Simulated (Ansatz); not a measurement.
# AlClO (triplet): the correlation ladder, cc-pVDZ

An exercise on one series of results from a longer session: the logs are not shown, and one member is left open.

Program: Ansatz 0.2.0, Gaussian basis. Level of theory: cc-pVDZ, core rule «outside noble gas», up to 11 orbitals frozen. These are calculated values, not measurements.

To be run: UHF; CCSD(T) on ROHF; CCSD(T) on UHF; BCCD(T) on ROHF; CISD; CCSDT(Q) on ROHF; CCSDT(Q) on UHF.

36 further runs of the same task are left out: 11 for a known fault of the program, 12 that didn't finish, 13 set aside as unsound or not needed.

## What is computed

The geometry is a PBE0/def2-TZVP stationary point (not a proven minimum).

3 atoms, charge 0, spin multiplicity 3.

Atoms are counted from 1 here; the program's logs count them from 0.

Bond lengths: Al1–O2 1.750 Å, Al1–Cl3 2.102 Å. Angles: O2–Al1–Cl3 112.3°.

As a file:

```xyz
3

Al    0.0000   -0.6181    0.6255
O     0.0000    0.6226    1.8602
Cl    0.0000    0.1894   -1.3155
```

The first run:

Contents of in.yaml:

```yaml
crystal:
  periodic: [false, false, false]
  atoms:
    - {symbol: Al, position_ang: [0.000000, -0.618067, 0.625527]}
    - {symbol: O, position_ang: [0.000000, 0.622582, 1.860209]}
    - {symbol: Cl, position_ang: [0.000000, 0.189419, -1.315542]}
basis:
  gaussian: {orbitals: cc-pVDZ}
magnetization: {spin_polarized: true, initial_magnetization: 2}
hamiltonian: {xc: hf}
output: {orbitals: {seedname: orbitals}}
```

Started as:

```
$ ansatz run in.yaml --threads 1 --pin off --events-out ev --progress --plain --max-ram 2393MiB
```

Steps of the session up to this table: UHF; CCSD(T) on ROHF; CCSD(T) on UHF; BCCD(T) on ROHF; CISD; CCSDT(Q) on ROHF; CCSDT(Q) on UHF.

One of the session's tables, all rows but one given; the rest of the session is left out.

It belongs to the step «Misses and costs». 

```
   method  from UCCSDT(Q) (meV)
     ROHF               +9546.9
      UHF               +9422.8
     RMP2                +975.4
     UMP2                +971.0
     CISD               +1066.7
    RCCSD                +250.0
    UCCSD                +247.3
 RCCSD(T)                     ?
 UCCSD(T)                 +51.0
  BCCD(T)                 +50.8
   RCCSDT                 +23.8
   UCCSDT                 +22.8
RCCSDT(Q)                  +3.8
UCCSDT(Q)                     0
```

Q: Estimate the row for RCCSD(T) from the others.

**Answer.** from UCCSDT(Q) (meV): +51.6. In the column «from UCCSDT(Q) (meV)» it lies between UCCSD(T) (+51.0) and UCCSD (+247.3).

With the free atoms at the same levels and basis (separate runs), the atomisation energy is 6.541 eV at UCCSDT(Q), 6.517 eV at RCCSD(T), 6.514 eV at UCCSD(T), 5.326 eV at ROHF.

To keep in mind: Restricted and unrestricted rows rest on different reference determinants; where their highest levels disagree by more than a few hundredths of an eV, they describe different states and don't form one ladder.
